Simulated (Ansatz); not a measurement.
# How far each method lies from RCCSDT(Q) for S–B–SH, singlet

Geometry: displaced at random from a stationary point.

```xyz
4

S     0.0023   -0.2919    2.1432
B     0.0015   -0.3155    0.5230
S     0.0495   -0.3342   -1.2755
H    -0.0533    0.9416   -1.3907
```

Basis cc-pVDZ; Ansatz 0.2.0. Correlated methods freeze the noble-gas cores, which leaves 16 electrons in 44 orbitals. Prefix R: restricted or restricted open-shell reference.

Full CI isn't at hand for all of this; RCCSDT(Q) serves as the reference, and is uncertain by about the last step of the cluster series.

- UHF ⟨S²⟩: 0.000
- T1 diagnostic (RCCSD): 0.0183
- largest doubles amplitude (RCCSD): 0.076

```
   level  E − E(RHF) (eV)
    RMP2          -9.1725
   RCCSD          -9.9633
RCCSD(T)         -10.3765
```

(1) Estimate how far RCCSDT(Q) in cc-pVDZ lies from RCCSD(T). The table doesn't fix it; the size of (T) and the diagnostics are the guide.

(1) RCCSDT(Q) in cc-pVDZ lies 58 meV below RCCSD(T), which is 14 % of the (T) step (-413 meV). The diagnostics are small and the rest is a small part of (T), but (T) is large here. The miss exceeds 1 kcal/mol.

The other levels:

```tsv
level	E − E(RCCSDT(Q)) (meV)	share of correlation (%)	wall time
CISD	1637	84.31	2.1 s
BCCD(T)	57	99.46	1.1 s
RCCSDT	30	99.71	–
```

The correlation energy at RCCSDT(Q), counted from RHF, is -10.435 eV. That run took 37 s on 1 thread of AMD EPYC 7B13, shared host.

Times hold each run's SCF and search for its determinant on a shared host, so for small cases they say little of a method's own cost; they ran on 1 thread of AMD EPYC 7B13.
